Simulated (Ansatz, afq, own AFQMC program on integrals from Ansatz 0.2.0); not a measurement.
# ScClF, quartet in def2-SVP, levels against CCSDT(Q)

| atom | x (Å) | y (Å) | z (Å) |
| --- | --- | --- | --- |
| Sc | 0.4142 | 0.5649 | -0.5308 |
| F | 1.1802 | 0.2038 | -2.2518 |
| Cl | 1.6780 | 2.4676 | -1.9532 |

Connectivity, by distances: F–Sc–Cl.

Basis def2-SVP. Only valence electrons are correlated. Integrals, coupled cluster, full CI and functionals: Ansatz 0.2.0; the random walks run on the same integrals in our own AFQMC program. The CISD trial takes its coefficients from CCSD amplitudes. Released means that phaseless walkers are propagated on without the constraint, phases kept. Error bars are statistical, one sigma. The metal's outer-core s and p shells are frozen, which shifts wave-function levels against functionals.

Determinant: UHF, the one that the program's search chose, which needn't be the lowest solution. The geometry is a PBE0/def2-SVP stationary point of this or a neighbouring charge and spin state.

No full CI on the walks' own integrals is used here; CCSDT(Q) serves as the reference and is uncertain by about the last step of the cluster series.

Cautions: no relativity below Rb; outer-core shells of the metal frozen; higher spins were not checked; the released energies move by 1.5 errors or more from one time to the next, so no released level is given (meV from the phaseless value at times in 1/Eh: -14 ± 4 at 0.24, -24 ± 4 at 0.60, -3 ± 27 at 1.20, -38 ± 9 at 1.80, 31 ± 72 at 2.60), though the last usable value meets CCSDT(Q) within the noise.

The T1 diagnostic is 0.0246, the weight of the determinant in the CISD state is 0.883 and the ⟨S²⟩ of the determinant is 3.759. The size of the correlated space is 17 electrons in 48 orbitals.

Reference: CCSDT(Q), correlation energy -9.761 eV.

```json
{"level": "HF", "E − E(reference) (kJ/mol)": "941.8", "share of correlation (%)": "0.00"}
{"level": "MP2", "E − E(reference) (kJ/mol)": "72.8", "share of correlation (%)": "92.27"}
{"level": "CCSD", "E − E(reference) (kJ/mol)": "20.7", "share of correlation (%)": "97.80"}
{"level": "CCSD(T)", "E − E(reference) (kJ/mol)": "4.3", "share of correlation (%)": "99.54"}
{"level": "CCSDT", "E − E(reference) (kJ/mol)": "1.9", "share of correlation (%)": "99.79"}
{"level": "ph-AFQMC/CISD", "E − E(reference) (kJ/mol)": "3.4 ± 0.5", "share of correlation (%)": "99.64"}
```

A walk keeps the symmetry of its determinant, which the program's search chose and which needn't be the lowest solution, so a lower state of the same spin and another symmetry isn't excluded.
